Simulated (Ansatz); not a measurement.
**SiH2Me(NHMe) (C2H9NSi): the relaxed shape and its frontier levels**

What does SiH2Me(NHMe) (C2H9NSi) look like as a singlet, and where do its frontier electrons sit?

Program: Ansatz 0.2.0, Gaussian basis. Level of theory: RKS PBE0-D4/def2-TZVP. These are calculated values, not measurements.

Levels to be run: relaxation at PBE0-D4/def2-SVP; a search for the lowest solution at PBE0-D4/def2-SVP; a single point at PBE0-D4/def2-TZVP.

### 1 The system as given

13 atoms, charge 0, spin multiplicity 1.

Atoms are counted from 1 here; the program's logs count them from 0.

Bond lengths: Si1–H2 1.468 Å, Si1–H3 1.477 Å, Si1–C4 1.892 Å, Si1–N8 1.718 Å, C4–H5 1.085 Å, C4–H6 1.085 Å, C4–H7 1.086 Å, N8–C9 1.442 Å, N8–H10 1.009 Å, C9–H11 1.096 Å, C9–H12 1.087 Å, C9–H13 1.092 Å. Angles: H2–Si1–H3 108.4°, H2–Si1–C4 112.1°, H2–Si1–N8 106.0°, H3–Si1–C4 109.1°, H3–Si1–N8 115.2°, C4–Si1–N8 106.0°, Si1–C4–H5 110.1°, Si1–C4–H6 111.6°, Si1–C4–H7 112.0°, H5–C4–H6 107.7°, H5–C4–H7 107.4°, H6–C4–H7 107.8°, Si1–N8–C9 123.1°, Si1–N8–H10 118.5°, C9–N8–H10 111.6°, N8–C9–H11 112.6°, N8–C9–H12 108.7°, N8–C9–H13 110.3° and more.

The start is a GFN2-xTB geometry.

### 2 Optimising with PBE0-D4/def2-SVP

in.yaml

```yaml
crystal:
  periodic: [false, false, false]
  atoms:
    - {symbol: Si, position_ang: [0.572960, 0.580820, 0.290990]}
    - {symbol: H, position_ang: [0.723020, 0.524190, 1.750000]}
    - {symbol: H, position_ang: [1.919630, 0.615230, -0.314540]}
    - {symbol: C, position_ang: [-0.396720, 2.107220, -0.266310]}
    - {symbol: H, position_ang: [0.105540, 3.008910, 0.066750]}
    - {symbol: H, position_ang: [-1.399850, 2.117000, 0.147430]}
    - {symbol: H, position_ang: [-0.482610, 2.163030, -1.347240]}
    - {symbol: N, position_ang: [-0.388730, -0.776140, -0.140640]}
    - {symbol: C, position_ang: [0.001260, -2.137060, 0.131380]}
    - {symbol: H, position_ang: [-0.969170, -0.713290, -0.963550]}
    - {symbol: H, position_ang: [0.640210, -2.557760, -0.653600]}
    - {symbol: H, position_ang: [0.556120, -2.160470, 1.066200]}
    - {symbol: H, position_ang: [-0.881660, -2.771670, 0.233120]}
basis:
  gaussian: {orbitals: def2-SVP}
hamiltonian: {xc: pbe0, dispersion: d4}
scf: {omitted_lower_state_checks: [starts]}
output: {orbitals: {seedname: orbitals}}
relax: {f_tol: 0.02, max_steps: 100}
```

Launch:

```bash
> ansatz run in.yaml --threads 4 --pin off --events-out ev --progress --plain --max-ram 3916MiB
```

Further steps of the session: Searching for the lowest solution, PBE0-D4/def2-SVP; Single point, PBE0-D4/def2-TZVP.

**Question.** What will the summary of the whole plan be? Wanted: point group; N–Si bond; HOMO, LUMO at PBE0-D4/def2-TZVP; dipole at PBE0-D4/def2-SVP.

**Answer**, as computed:

| quantity | value |
| --- | --- |
| point group | C1 |
| N–Si bond | 1.734 Å |
| HOMO, LUMO at PBE0-D4/def2-TZVP | -6.60, 0.86 eV |
| dipole at PBE0-D4/def2-SVP | 1.15 D |

**Reading.** The molecule keeps its bonding pattern by the stored test; the atoms moved 0.11 Å (rms). No usable vibrations, so a minimum isn't proven. The HOMO lies nearest to N8 59 %; H3, H11 about 9 % each and the LUMO to H2, H3, H10 about 14 % each; H11, H12 about 10 % each. The point group is read from a loosely relaxed geometry; soft torsions can leave it below the true symmetry.
